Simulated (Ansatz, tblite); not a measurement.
# The cluster Be₂I₂+: rung by rung

Aim: run the doublet of the cluster Be₂I₂+ at one geometry on many levels, and compare frontier levels, spin and run time.

Computed with Ansatz 0.2.0, Gaussian basis. Level: as each input shows.

Plan: GFN1-xTB, GFN2-xTB, PBE-D4/def2-TZVP, r2SCAN-D4/def2-TZVP, CAM-B3LYP-D4/def2-TZVP, ωB97M-V/def2-TZVP, r2SCAN0-D4/def2-TZVP, LC-ωPBE/def2-TZVP, HF/def2-TZVP, PBE+5HF/def2-TZVP, PBE+10HF/def2-TZVP, PBE+15HF/def2-TZVP, PBE+35HF/def2-TZVP, PBE+50HF/def2-TZVP, PBE-D4/def2-SVP, PBE0-D4/def2-SVP, CCSD(T)/def2-TZVPP, MP2/def2-TZVP, RPA/def2-TZVP.

1 further run of the same task is left out (set aside as unsound or not needed).

## 1. The structure

The geometry is that of the doublet, from an earlier relaxation (r2SCAN-D4/def2-TZVP). At that level it is the lowest of the isomers that a small search found.

4 atoms, charge 1, spin multiplicity 2.

Bond lengths: Be1–I3 2.394 Å, Be2–I3 2.294 Å, Be2–I4 2.109 Å. Angles: I3–Be2–I4 173.6°, Be1–I3–Be2 91.7°.

I takes a core potential in the def2 sets. No spin-orbit coupling is included. The ion is computed in the gas phase, without counter-ions or solvent.

PBE0-D4/def2-TZVP was run before; its log isn't repeated, and its numbers join the tables.

## 2. GFN1-xTB

Tight binding, by tblite at 300 K electronic temperature and without a spin-polarisation term:

```python
tblite.interface.Calculator('GFN1-xTB', numbers, positions, charge=1, uhf=1).singlepoint()
```

Energy -246.1115 eV; 0.007 s.

## 3. GFN2-xTB

Tight binding, by tblite at 300 K electronic temperature and without a spin-polarisation term:

```python
tblite.interface.Calculator('GFN2-xTB', numbers, positions, charge=1, uhf=1).singlepoint()
```

Energy -233.5755 eV; 0.006 s.

## 4. PBE-D4/def2-TZVP

start.molden holds the orbitals of an earlier run on this state, given as this run's starting guess.

Contents of in.yaml:

```yaml
crystal:
  periodic: [false, false, false]
  atoms:
    - {symbol: Be, position_ang: [-1.766911, -1.690693, 0.026119]}
    - {symbol: Be, position_ang: [0.668549, 0.628319, -0.010260]}
    - {symbol: I, position_ang: [0.624197, -1.664252, -0.083318]}
    - {symbol: I, position_ang: [0.474165, 2.726625, 0.067459]}
basis:
  gaussian: {orbitals: def2-TZVP, initial_orbitals: start.molden}
total_charge: 1
magnetization: {spin_polarized: true, initial_magnetization: 1}
hamiltonian: {xc: pbe, dispersion: d4}
scf: {omitted_lower_state_checks: [starts]}
output: {orbitals: {seedname: orbitals}}
```

On the command line:

```bash
$ ansatz run in.yaml --threads 4 --pin off --events-out ev --progress --plain --max-ram 3916MiB
```

After this run come: r2SCAN-D4/def2-TZVP; CAM-B3LYP-D4/def2-TZVP; ωB97M-V/def2-TZVP; r2SCAN0-D4/def2-TZVP; LC-ωPBE/def2-TZVP; HF/def2-TZVP; PBE+5HF/def2-TZVP; PBE+10HF/def2-TZVP; PBE+15HF/def2-TZVP; PBE+35HF/def2-TZVP; PBE+50HF/def2-TZVP; PBE-D4/def2-SVP; PBE0-D4/def2-SVP; CCSD(T)/def2-TZVPP; MP2/def2-TZVP; RPA/def2-TZVP.

Q: Predict the results of all the runs planned. Wanted: gap in def2-TZVP, named functionals and Hartree-Fock, smallest and largest; gap over the share of exact exchange; correlation energy, CCSD(T)/def2-TZVPP; correlation energy, MP2/def2-TZVP; ⟨S²⟩ in def2-TZVP, named functionals and Hartree-Fock, smallest and largest; PBE0 total energy, smallest basis above largest.

**Answer**, as computed:

| quantity | value |
| --- | --- |
| gap in def2-TZVP, named functionals and Hartree-Fock, smallest and largest | 2.04 eV (PBE-D4), 9.69 eV (HF) |
| gap over the share of exact exchange | 2.04 eV at 0, 5.64 eV at 0.5 |
| correlation energy, CCSD(T)/def2-TZVPP | -28.90 eV |
| correlation energy, MP2/def2-TZVP | -29.55 eV |
| ⟨S²⟩ in def2-TZVP, named functionals and Hartree-Fock, smallest and largest | 0.751, 0.752 |
| PBE0 total energy, smallest basis above largest | 1.50 eV (def2-SVP, def2-TZVP) |

**Reading.** Over the named functionals and Hartree-Fock in def2-TZVP the gap runs from 2.04 eV (PBE-D4) to 9.69 eV (HF); exact exchange widens it. Raising the share of exact exchange from 0 to 0.5 moves the HOMO by -2.09 eV and the LUMO by +1.51 eV.
